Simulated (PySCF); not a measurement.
formaldehyde cation (CH2O), SMILES C=O (connectivity only; charge and spin as stated), charge +1, multiplicity 2.

Coordinates come from a B3LYP-D3(BJ)/def2-TZVPD optimisation. The spin state was assumed, not searched.

Two levels are set side by side: PBE/def2-TZVPD (PySCF) and M06-2X/def2-TZVPD (PySCF). Same geometry, gas phase. Differences are taken from unrounded values.

| quantity | M06-2X | PBE | PBE minus M06-2X |
|---|---|---|---|
| α-spin orbital gap (eV) | 11.59 | 5.58 | -6.01 |
| β-spin orbital gap (eV) | 10.47 | 4.66 | -5.81 |
| mean polarisability (bohr³) | 12.7 | 12.9 | 0.2 |

Rough cost on one machine, each run with all the roots and properties that it gave: M06-2X against PBE within a factor of 2.
